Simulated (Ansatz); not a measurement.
**CH₂AlO radical: an energy map over bond length Al3–H5 and angle H5–Al3–H4**

Method: UKS BHLYP-D4/def2-TZVP; program: Ansatz 0.2.0.

**1. Starting geometry**

SMILES `O=[C][AlH2]`, 5 atoms, charge 0, spin multiplicity 2.

Atoms are counted from 1 here; the program's logs count them from 0.

Bond lengths: O1–C2 1.167 Å, C2–Al3 1.946 Å, Al3–H4 1.587 Å, Al3–H5 1.587 Å. Angles: O1–C2–Al3 179.5°, C2–Al3–H4 112.4°, C2–Al3–H5 112.4°, H4–Al3–H5 135.2°.

Geometry (Å):

```
O     0.2372   -1.1842    2.0082
C     0.1209   -0.5966    1.0063
Al   -0.0828    0.3951   -0.6562
H    -1.3433   -0.0822   -1.4940
H     1.0680    1.4679   -0.8644
```

This geometry comes from a loose relaxation at PBE in a small basis, which is not shown.

**3. Plan of the scan**

The axes are (1) bond length Al3–H5: 11 values from 1.308 to 2.024 Å; (2) angle H5–Al3–H4: 11 values from 107.5 to 157.5 °.

Nothing else is relaxed (all other coordinates rigid). Energies count from the relaxed molecule at the same level. Points are written as (first, second).

(The set-up runs are not shown.)

**4. The run at (1.308 Å, 132.5°)**

The input, input.yaml:

```yaml
crystal:
  periodic: [false, false, false]
  atoms:
    - { symbol: O, position_ang: [0.234359, -1.169055, 1.981483] }
    - { symbol: C, position_ang: [0.118766, -0.592151, 1.003485] }
    - { symbol: Al, position_ang: [-0.07542, 0.375827, -0.636703] }
    - { symbol: H, position_ang: [-1.309575, -0.059965, -1.479717] }
    - { symbol: H, position_ang: [0.854962, 1.274364, -0.83134] }
magnetization:
  spin_polarized: true
  initial_magnetization: 1
basis:
  gaussian: { orbitals: def2-TZVP }
hamiltonian:
  xc: { name: BHLYP }
  dispersion: d4
output:
  forces: true
```

Command:

```console
$ ansatz run input.yaml --threads 1 --pin off --max-ram 2560MiB --backend cpu --events-out ev --progress --plain --runs-dir out
```

What time and memory should one allow on 1 thread of Arm Neoverse N1, shared host?

About 8.6 s, with a peak of 0.19 GiB.
